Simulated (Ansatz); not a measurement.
Species: H2N, SMILES `[NH2]` (charge 0, multiplicity 2).

### Question
Give a relaxed geometry from PBE-D3(BJ)/def2-TZVP (Ansatz, an electronic-structure program).

### Answer
the end point of this relaxation (outside a Z-matrix the atoms follow the SMILES, hydrogens last).
Z-matrix (Å, degrees):
```
N
H 1 1.0384
H 1 1.0384 2 102.25
```
